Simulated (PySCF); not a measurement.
Compound: lithium sodium, NaLi.
SMILES: `[Li][Na]`

Computed with PySCF at CAM-B3LYP/def2-SVPD, non-relativistic, on one gas-phase PBE0-D3(BJ)/def2-SVP geometry that isn't relaxed in the solvent. The solvent is an IEF-PCM continuum (cavity from Bondi-type radii × 1.2), and excitations are vertical TDDFT with non-equilibrium linear response and a frozen core. Only the electrostatic response of the medium enters.

```
run  E − E(gas) (kJ/mol)  HOMO (eV)  HOMO–LUMO gap (eV)  dipole (D)  lowest singlet (eV)  static polarisability (au)
gas                 0.00      -4.43                3.70        0.06                 2.01                       220.4
  P               -12.49      -4.35                4.03        1.07                 1.93                       363.3
  Q               -19.14      -4.39                4.21        1.50                 2.14                       499.0
```

Task: The runs were made in chloroform and water. Which run belongs to which solvent?

Result: P = chloroform, Q = water. The dielectric constants are 4.711 (chloroform), 78.36 (water), and the energy falls further as ε rises. The optical constants n² used for the excitations are 2.09, 1.78 in the same order. In this model the ground state sees the solvent through ε alone.

Task: How constant is the ratio of the lowering to (ε − 1)/(2ε + 1)?

Result: 
```tsv
solvent	(ε − 1)/(2ε + 1)	E − E(gas) (kJ/mol)	ratio (kJ/mol)	polarisation term (kJ/mol)
chloroform	0.356	-12.49	-35.1	-15.85
water	0.490	-19.14	-39.0	-26.13
```

The ratio changes by +11.3 % in size from chloroform to water. The polarisation term is half the interaction of the solute with the induced surface charges.
